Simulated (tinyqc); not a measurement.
Worked calculation: Hueckel theory of the pi electrons, for the molecule OC=C1C=C1 (SMILES; centres numbered as the heavy atoms are written). Computed by tinyqc, a small Python program that keeps every step. Settings: charge = 0. Command: `OMP_NUM_THREADS=1 python tinyqc.py 23871 23872 out.jsonl` (the two numbers bound the seeds that draw the settings). One thread of a shared host (Intel(R) Xeon(R) Processor @ 2.60GHz), about 0.01 s of CPU time with the checks.

## The Hueckel matrix

Centres:
```
centre  z_r, pi electrons of the neutral centre        h
1O                                            2  2.05000
2C                                            1  0.00000
3C                                            1  0.00000
4C                                            1  0.00000
5C                                            1  0.00000
```

Bonds:
```
i  j        k
1  2  0.71000
2  3        1
3  4        1
4  5        1
5  3        1
```

H_rr = alpha + h_r beta, H_rs = k_rs beta for bonded centres.

Hueckel matrix in units of beta (H = alpha + beta A), order 1O, 2C, 3C, 4C, 5C:
```
[[2.05000, 0.71000, 0.00000, 0.00000, 0.00000],
 [0.71000, 0.00000, 1.00000, 0.00000, 0.00000],
 [0.00000, 1.00000, 0.00000, 1.00000, 1.00000],
 [0.00000, 0.00000, 1.00000, 0.00000, 1.00000],
 [0.00000, 0.00000, 1.00000, 1.00000, 0.00000]]
```

## Orbitals

pi electrons, sum of z_r less the charge = 6

Diagonalise; E = alpha + x beta with beta < 0, so the largest x are filled first; degenerate levels share their electrons. P = sum n_i c_ri c_si; each orbital has its largest coefficient positive (the first on a tie).

x values: [2.40983, 2.01865, 0.14095, -1.00000, -1.51942]

occupations: [2.00000, 2.00000, 2.00000, 0.00000, 0.00000]

coefficients, order 1O, 2C, 3C, 4C, 5C:
```
[[0.74926, 0.59013, -0.28139, 0.00000, 0.10576],
 [0.37972, -0.02606, 0.75660, 0.00000, -0.53168],
 [0.38309, -0.47160, 0.30643, 0.00000, 0.73276],
 [0.27173, -0.46296, -0.35671, 0.70711, -0.29085],
 [0.27173, -0.46296, -0.35671, -0.70711, -0.29085]]
```

charge and bond-order matrix P, order 1O, 2C, 3C, 4C, 5C:
```
[[1.97763, 0.11246, -0.15499, 0.06152, 0.06152],
 [0.11246, 1.43462, 0.77920, -0.30928, -0.30928],
 [-0.15499, 0.77920, 0.92611, 0.42624, 0.42624],
 [0.06152, -0.30928, 0.42624, 0.83082, 0.83082],
 [0.06152, -0.30928, 0.42624, 0.83082, 0.83082]]
```

## Energy, charges, bond orders

E = sum n x; q_r = z_r - P_rr; bond order p = P_rs; free valence = sqrt(3) - sum of p over the bonds of the atom.

pi energy = 6 alpha + this times beta = 9.13884

pi charges: [0.02237, -0.43462, 0.07389, 0.16918, 0.16918]

Bond orders and lengths from R = 1.517 - 0.180 p (angstrom, C-C alone):
```
bond        p        R
1-2   0.11246        -
2-3   0.77920  1.37674
3-4   0.42624  1.44028
4-5   0.83082  1.36745
5-3   0.42624  1.44028
```

free valence of the carbons: [0.84039, 0.10036, 0.47499, 0.47499]

gap between the highest filled and the next level = 1.14095 |beta|
